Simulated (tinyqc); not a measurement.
Orbital energy against energy difference: ionisation energy by orbital energies and by energy differences in the 6-31g* basis, for H2O, spin multiplicity 1. Computed by the program tinyqc with PySCF. 

Geometry (angstrom):
```
atom,x,y,z
O,0.0000,0.0000,0.0000
H,0.0000,0.6810,0.5970
H,0.0000,-0.6810,0.5970
```

CCSD(T) difference in the same basis = 12.2878 eV

IP-EOM-CCSD = 12.1131 eV

The cation is unrestricted; errors are against CCSD(T) in this basis, not against experiment.

First vertical ionisation energy (eV):
```
method,-e(HOMO),E(cation) - E,error of -e(HOMO),error of the difference
HF,13.720,11.14172,1.432,-1.146
LDA,6.456,12.98617,-5.832,0.698
PBE,6.358,12.63435,-5.930,0.347
B3LYP,8.090,12.68286,-4.198,0.395
PBE0,8.462,12.56504,-3.826,0.277
CAM-B3LYP,9.987,12.67962,-2.301,0.392
LC-wPBE,11.448,12.72296,-0.840,0.435
```

Koopmans errs by +1.43 eV and Delta-HF by -1.15 eV: relaxation, 2.58 eV, lowers the value and the missing correlation difference works against it. The PBE level is off by -5.9 eV through the wrong tail of its potential, though its energy difference is off by +0.35 eV; exact exchange deepens the level, and among the orbital energies LC-wPBE comes closest; among the differences PBE0 does.
